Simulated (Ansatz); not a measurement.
Input for Ansatz (development build ahead of 0.2.0):

```yaml
crystal:
  periodic: [false, false, false]
  atoms:
    - { symbol: O, position_ang: [0.0, 0.0, 0.63394] }
    - { symbol: O, position_ang: [0.0, 0.0, -0.63394] }
basis:
  gaussian: { orbitals: cc-pVDZ }
magnetization:
  spin_polarized: true
  initial_magnetization: 2
hamiltonian:
  xc: hf
correlation:
  method: ccsd_t
  frozen_orbitals: { O: 1 }
```

The input is written out in the form of the current development build from the run's settings.

The run gave:

```json
{"Converged": "yes", "Reference energy": "-149.61346 hartree", "CCSD correlation energy": "-0.35780 hartree", "Triples correction": "-0.01091 hartree", "Total energy": "-149.98217 hartree", "Spin squared of the determinant": "2.030"}
```
